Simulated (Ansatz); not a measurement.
# CH₃ClSi (SMILES [SiH2]=CCl): one structure at several levels

The task here is to estimate one member of a computed series from the others.

Method: single points in def2-TZVPP; program: Ansatz 0.2.0, Gaussian basis.

Cores are frozen in the correlated methods.

1 further run of the same task is left out (it didn't finish).

## Starting geometry

SMILES `[SiH2]=CCl`, 6 atoms, charge 0, spin multiplicity 1.

Atoms are counted from 1 here; the program's logs count them from 0.

Bond lengths: Si1–C2 1.738 Å, Si1–H4 1.513 Å, Si1–H5 1.518 Å, C2–Cl3 1.725 Å, C2–H6 1.123 Å. Angles: C2–Si1–H4 122.1°, C2–Si1–H5 116.1°, H4–Si1–H5 121.8°, Si1–C2–Cl3 123.3°, Si1–C2–H6 122.7°, Cl3–C2–H6 114.0°.

Geometry (Å):

```
atom    x (Å)    y (Å)    z (Å)
 Si1  -0.5362   0.1311  -0.6809
  C2   0.5720   0.0199   0.6536
 Cl3   0.7545  -1.3991   1.6178
  H4  -1.4573  -1.0082  -1.0572
  H5  -0.5529   1.4536  -1.4264
  H6   1.2698   0.8538   0.9326
```

Set-up of the first run:

Input file run/in.yaml:

```yaml
crystal:
  periodic: [false, false, false]
  atoms:
    - {symbol: Si, position_ang: [-0.536151, 0.131117, -0.680907]}
    - {symbol: C, position_ang: [0.572032, 0.019862, 0.653593]}
    - {symbol: Cl, position_ang: [0.754492, -1.399089, 1.617775]}
    - {symbol: H, position_ang: [-1.457324, -1.008169, -1.057211]}
    - {symbol: H, position_ang: [-0.552896, 1.453605, -1.426354]}
    - {symbol: H, position_ang: [1.269833, 0.853800, 0.932630]}
basis:
  gaussian: {orbitals: def2-TZVPP}
hamiltonian: {xc: pbe, dispersion: d4}
output: {forces: true}
```

Started as:

```
$ ansatz run in.yaml --threads 2 --pin off --events-out ev --progress --plain --max-ram 3481MiB
```

Steps of the session up to this table: PBE-D4/def2-TZVPP; r2SCAN-D4/def2-TZVPP; PBE0-D4/def2-TZVPP; wB97M-V/def2-TZVPP; CCSD(T)/def2-TZVPP.

One table of the session follows, with a row left open; its other results are not shown here.

```
   method  RMS force component (eV/Å)  angle to CCSD(T) forces (°)  dipole (D)
   PBE-D4                           ?                            ?           ?
r2SCAN-D4                       0.427                         15.7        1.71
  PBE0-D4                       0.434                         25.4        1.89
  wB97M-V                       0.533                         27.3        2.05
  CCSD(T)                       0.489                    reference        1.80
```

Estimate the missing values for PBE-D4.

As computed: RMS force component (eV/Å): 0.343; angle to CCSD(T) forces (°): 8.5; dipole (D): 1.57. In the column «RMS force component (eV/Å)» it is the lowest.
